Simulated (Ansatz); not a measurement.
The same path of C₂H₃ClO (7 atoms, charge 0, multiplicity 1) was run twice with different band settings. The coordinate that changes most is the dihedral O1–C2–C3–H7.

All numbers below come from RKS PBE0/STO-3G (Ansatz 0.2.0).

Relaxed end points:

```xyz
7
Properties=species:S:1:pos:R:3
O -1.302 1.301 -0.631
C -0.207 0.719 -0.552
C 0.096 -0.397 0.489
Cl 0.760 -1.872 -0.365
H 0.664 0.939 -1.224
H -0.817 -0.694 1.032
H 0.868 -0.064 1.205
```

```xyz
7
Properties=species:S:1:pos:R:3
O -0.414 1.877 -0.306
C -0.281 0.672 -0.579
C 0.076 -0.410 0.482
Cl 1.503 -1.396 -0.098
H -0.401 0.250 -1.611
H -0.766 -1.112 0.620
H 0.343 0.051 1.447
```

Common settings: climbing image yes; spring 5.0 eV/Å²; optimiser quadratic models (default); start path IDPP; force threshold 0.03 eV/Å; iteration limit 60; end points relaxed.

| run | movable images |
| --- | --- |
| 1 | 7 |
| 2 | 1 |

What does each run give, and how far can it be trusted?

Run 1: converged after 7 iterations, highest image 0.023 eV above the first end. A vibrational analysis at the climbing image gives one clearly imaginary mode, 71i cm⁻¹: a first-order saddle point.
Run 2: converged after 6 iterations, highest image 0.023 eV above the first end. Another band between the same ends (7 images) ends at a top of the same energy, where a vibrational analysis finds 1 clearly imaginary mode. So few images can step over the top or miss a turn of the path.
Limits of this set-up: minimal basis.
